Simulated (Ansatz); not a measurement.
System: diamond-structure Ge. Method: HSE06+SOC (Ansatz, a program for electronic structure, plane waves, PAW).

Excerpt of the program's output:

```
WARN output.stress: scf.exx.energy_threshold = 1e-6 eV is looser than the 2e-8 eV advised for a stress under a hybrid functional (1e-8 eV for each atom of the …
Crystal: 2 atoms, lattice volume = 45.282 Å³
Basis set: ecut = 460 eV, 965 PW (Γ), exchange–correlation on 60×60×60 points (8 copies of the dense FFT grid, shifted against one another)
Bands: 36, of which v1, the nominal top of the filled ones, is band 28 counted from 1 (27 counted from 0)
Symmetry: 48 space group operations + 48 with time reversal
k-points: 29 of 512
Initial density: superposition of atomic densities (chi_scale 0.1, normalization cell)
spin=Noncollinear: Kerker preconditioning applied to the charge; magnetization (m_x, m_y, m_z) channels mix plain (no charge-response kernel on spin).
SCF 1 converged in 11 iterations: F = -8590.132150 eV  dr2 = 1.86e-12
Crystal: 2 atoms, lattice volume = 45.282 Å³
Initial density: handed on by an earlier stage of this run
Crystal: 2 atoms, lattice volume = 45.282 Å³
SCF 3 converged in 7 iterations: F = -8590.357288 eV  dr2 = 8.28e-11
Free energy (F): -8590.357288 eV
Internal energy: -8590.357288 eV  (E = F + TS)
E sigma→0 (E₀):  -8590.357288 eV
Fermi energy:    8.704524 eV
--- Forces (eV/Å), atoms counted from 1 ---
  atom   1  Ge     0.00000000    -0.00000000     0.00000000
  atom   2  Ge     0.00000000    -0.00000000     0.00000000
--- Stress (GPa, compression-positive) ---
        1.046451       0.000000       0.000000
       -0.000000       1.046451      -0.000000
        0.000000       0.000000       1.046451
  P = ⅓ Tr σ = 1.0465 GPa (10.465 kbar)
```

Task: Write an input file that could have produced this run (the log leaves some choices open).

Result: Several could match; the one computed here: 
Ansatz 0.2 input:
```yaml
crystal:
  lattice:
    - [0.0, 2.829, 2.829]
    - [2.829, 0.0, 2.829]
    - [2.829, 2.829, 0.0]
  atoms:
    - { symbol: Ge, position: [0.0, 0.0, 0.0] }
    - { symbol: Ge, position: [0.25, 0.25, 0.25] }
basis:
  ecutwfc: 460
  ecutrho_ratio: 4
  xc_grid: 2
kpoints:
  mp_grid: { grid: [8, 8, 8] }
hamiltonian:
  xc: hse06
  dispersion: none
  pseudopotentials: { kind: paw }
scf:
  occupations: { method: fermi_dirac, width: 0.01 }
  convergence: { dr2_threshold: 0.0000000002 }
output:
  forces: true
  stress: true
  eigenvalues: true
magnetization:
  noncollinear: true
  spin_orbit: true
```

The PAW data were made under PBE.

Note: cell and atoms aren't relaxed at this level (pressure 1.0 GPa).
